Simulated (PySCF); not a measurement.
Molecule: `[BH3-][NH2+]C`, CH8BN.

Bonds (- single, = double, # triple, : aromatic): B1-N2, N2-C3. B1 carries H4, H5, H6; N2 carries H7, H8; C3 carries H9, H10, H11. Formal charges: B1 -1, N2 +1.

Frames of a GFN2-xTB Langevin trajectory at 300 K; GIAO PBE0/pcSseg-1 shieldings in PySCF 2.14.0 with density-fitted response routines, gas phase, non-relativistic; equivalent atoms averaged within each frame.

Chemical shifts δ = σref − σ; 11B (σref 100.07) vs BF3·OEt2; 15N (σref 267.73) against NH3; TMS for 13C (σref 186.93) and 1H (σref 31.72), all at this level. The references are static minima.

**Question.** How do the shifts (ppm) fluctuate along the trajectory?

**Answer.** 
| time (fs) | B1 | N2 | C3 | H9/H10/H11 | H7/H8 | H4/H5/H6 |
| --- | --- | --- | --- | --- | --- | --- |
| optimised geometry | -22.6 | 46.8 | 35.7 | 2.63 | 2.67 | 1.99 |
| 250 | -24.7 | 48.2 | 43.5 | 3.45 | 3.07 | 2.32 |
| 425 | -24.8 | 42.1 | 38.4 | 2.90 | 2.96 | 2.16 |
| 625 | -15.7 | 33.5 | 39.9 | 3.67 | 2.31 | 2.65 |
| 800 | -18.2 | 65.4 | 44.1 | 3.42 | 4.06 | 2.73 |
| 1000 | -10.3 | 46.9 | 32.7 | 2.81 | 2.73 | 2.13 |
| mean of frames | -18.7 | 47.2 | 39.7 | 3.25 | 3.03 | 2.40 |
| standard deviation | 6.2 | 11.7 | 4.6 | 0.37 | 0.65 | 0.28 |

5 frames give an uncertainty of the mean of about the standard deviation over 2.2 at best, since frames this close in time may not be independent; classical motion lacks zero-point vibration, and the reference would need the same averaging.
